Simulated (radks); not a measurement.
**N²⁻ held by a Watson sphere**

Aim: the size and levels of N²⁻ inside a shell of charge +2.96 and radius R, which stands for the Madelung well of a crystal, for several R.

Program: radks (a radial shooting solver on a logarithmic mesh, Libxc functionals) version 1. Level of theory: non-relativistic Kohn-Sham, PBE, spin-unpolarised, spherical densities, point nucleus. These are calculated values, not measurements, unless marked.

### 1 What is computed

| Quantity | Value |
| --- | --- |
| element | nitrogen (Z = 7) |
| charge | -2 |
| electrons | 9 |
| configuration | [He] 2s2 2p5 |

Outer shells as boxes (Hund's rule):

N²⁻
```
[He] core
2s [↑↓]
2p [↑↓][↑↓][↑ ]
```

### 2 R = 2.19 bohr

Input:

```text
Z 7
configuration [He] 2s2 2p5
relativity non-relativistic
functional pbe,pbe
spin unpolarised
nucleus point
watson charge 2.96 radius 2.19 bohr
response adiabatic LDA kernel
```

Started as:

```sh
python run_ks.py task.json out
```

All runs below come from this command, one after another.

### 3 R = 2.45 bohr

Settings, as their differences from step 2:

```diff
@@ -6,3 +6,3 @@
 nucleus point
-watson charge 2.96 radius 2.19 bohr
+watson charge 2.96 radius 2.45 bohr
 response adiabatic LDA kernel
```

### 4 R = 2.68 bohr

Settings, as their differences from step 3:

```diff
@@ -6,3 +6,3 @@
 nucleus point
-watson charge 2.96 radius 2.45 bohr
+watson charge 2.96 radius 2.68 bohr
 response adiabatic LDA kernel
```

### 5 R = 2.85 bohr

Settings, as their differences from step 4:

```diff
@@ -6,3 +6,3 @@
 nucleus point
-watson charge 2.96 radius 2.68 bohr
+watson charge 2.96 radius 2.85 bohr
 response adiabatic LDA kernel
```

### 6 R = 2.86 bohr

Settings, as their differences from step 5:

```diff
@@ -6,3 +6,3 @@
 nucleus point
-watson charge 2.96 radius 2.85 bohr
+watson charge 2.96 radius 2.86 bohr
 response adiabatic LDA kernel
```

### 7 R = 3.36 bohr

Settings, as their differences from step 6:

```diff
@@ -6,3 +6,3 @@
 nucleus point
-watson charge 2.96 radius 2.86 bohr
+watson charge 2.96 radius 3.36 bohr
 response adiabatic LDA kernel
```

### 8 R = 3.39 bohr

Settings, as their differences from step 7:

```diff
@@ -6,3 +6,3 @@
 nucleus point
-watson charge 2.96 radius 3.36 bohr
+watson charge 2.96 radius 3.39 bohr
 response adiabatic LDA kernel
```

### 9 R = 3.41 bohr

Settings, as their differences from step 8:

```diff
@@ -6,3 +6,3 @@
 nucleus point
-watson charge 2.96 radius 3.39 bohr
+watson charge 2.96 radius 3.41 bohr
 response adiabatic LDA kernel
```

### 10 R = 3.66 bohr

Settings, as their differences from step 9:

```diff
@@ -6,3 +6,3 @@
 nucleus point
-watson charge 2.96 radius 3.41 bohr
+watson charge 2.96 radius 3.66 bohr
 response adiabatic LDA kernel
```

Before running it: what results should come out? Wanted: for each run, R; highest level; its <r>; sum of <r²>; α.

**Answer**, as computed:

| R (bohr) | highest level (eV) | its <r> (bohr) | sum of <r²> (bohr²) | α (bohr³) |
| --- | --- | --- | --- | --- |
| 2.19 | -16.043 | 1.639 | 22.09 | 12.72 |
| 2.45 | -14.565 | 1.716 | 24.12 | 16.36 |
| 2.68 | -13.406 | 1.780 | 25.90 | 20.33 |
| 2.85 | -12.631 | 1.826 | 27.21 | 23.79 |
| 2.86 | -12.587 | 1.829 | 27.29 | 24.01 |
| 3.36 | -10.667 | 1.957 | 31.19 | 37.54 |
| 3.39 | -10.566 | 1.964 | 31.43 | 38.53 |
| 3.41 | -10.500 | 1.969 | 31.59 | 39.21 |
| 3.66 | -9.725 | 2.030 | 33.60 | 48.57 |

From R = 2.19 to 3.66 bohr the top level moves from -16.043 to -9.725 eV and its mean radius from 1.64 to 2.03 bohr. A wider sphere makes a shallower well, so the ion swells. The polarisability goes from 12.7 to 48.6 bohr³. Response by self-consistent Sternheimer equations with the Hartree and adiabatic LDA kernel. The sphere does not respond.
